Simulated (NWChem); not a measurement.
System: formaldehyde (CH2O); SMILES C=O

The following NWChem deck was run.

```
start job
memory heap 200 mb stack 900 mb global 1100 mb
geometry units angstroms noautoz
  C      0.000000     0.000000     0.518354
  O      0.000000     0.000000    -0.689787
  H      0.000000    -0.952900     1.130045
  H      0.000000     0.952900     1.130045
end
basis spherical
  * library def2-svpd
end
dft
  xc xcamb88 1.00 lyp 0.81 vwn_5 0.19 hfexch 1.00
  cam 0.33 cam_alpha 0.19 cam_beta 0.46
  iterations 150
end
tddft
  cis
  nroots 6
  notriplet
end
task tddft energy
```

Structure relaxed at the PBE-D3(BJ)/def2-SVP level.

Vertical excitations in the gas phase.

Question: Give the results of this calculation. (CAM-B3LYP/def2-SVPD, TDA.) Quantities: lowest excitation, singlet (eV); oscillator strength of that lowest state; lowest state with f > 0.02, singlet (eV); oscillator strength of that bright state; orbital gap (eV).

Answer: 
```yaml
lowest excitation, singlet (eV): 3.97
oscillator_strength_of_that_lowest_state: 0.000
lowest state with f > 0.02, singlet (eV): 7.46
oscillator_strength_of_that_bright_state: 0.036
orbital gap (eV): 9.17
```
